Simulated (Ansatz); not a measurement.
Two structures of SiH5O, doublet, reached by relaxing down either side of one saddle point (PBE0-D4/def2-TZVP). Energies are electronic, without zero-point energy. Program: Ansatz 0.2.0. Basis: def2-TZVPP and def2-QZVPP. Cores are frozen in the correlated methods; orbitals are unrestricted. Extrapolation: Hartree–Fock as exp(−7.88 √X), correlation as X^−2.97. First:

```tsv
atom	x (Å)	y (Å)	z (Å)
H1	-0.5570	-0.4835	0.7779
Si2	0.3673	0.3971	0.0284
O3	0.1526	0.0278	-1.5631
H4	-2.4542	-2.4185	2.1890
H5	0.0466	1.8236	0.3097
H6	1.7687	0.1488	0.4659
H7	0.6760	0.5047	-2.2077
```

Second:

| atom | x (Å) | y (Å) | z (Å) |
| --- | --- | --- | --- |
| H1 | -1.5352 | -1.5569 | 1.4637 |
| Si2 | 0.2582 | 0.6708 | -0.2152 |
| O3 | 0.6518 | 0.9006 | -1.8028 |
| H4 | -1.7191 | -2.0470 | 1.9973 |
| H5 | 0.1434 | 2.0321 | 0.3725 |
| H6 | 1.3082 | -0.1242 | 0.4962 |
| H7 | 0.8927 | 0.1247 | -2.3116 |

Which bonds change from the first to the second?

SiH₄O ([OH][SiH3]) + H → SiH₃O ([OH][SiH2]) + H₂; bonds formed: H1–H4; bonds broken: H1–Si2.

Give the saddle point's structure and its height above each. (To be estimated.)

Computed: 23.3 kJ/mol above the first and 72.3 kJ/mol above the second (CCSD(T) at an estimated basis limit (MP2 extrapolated from triple and quadruple zeta, plus CCSD(T) − MP2 in triple zeta)).
```xyz
7
angstrom
H -0.7585 -0.7052 0.8864
Si 0.2157 0.2619 0.1456
O 0.0119 -0.0571 -1.4554
H -1.5500 -1.5186 1.4290
H -0.1353 1.6685 0.4867
H 1.6114 -0.0051 0.5922
H 0.6048 0.3558 -2.0843
```

T1 diagnostic: at most 0.015. ⟨S²⟩ of the unrestricted Hartree–Fock references: 0.75 to 0.76 (a pure state has 0.75).

Radical steps of this kind take place in plasma deposition and etching.

Labels in which every atom is bracketed show which atoms are joined, not bond orders.

For scale, one of the runs: CCSD(T)/def2-TZVPP, 143 basis functions, launched by `ansatz run in.yaml --threads 2 --pin off --events-out ev --progress --plain --max-ram 4352MiB`. Time: 25 s of wall clock on 2 CPU threads of an Arm Neoverse V2; the host was shared. Peak host memory: 1.8 GiB.
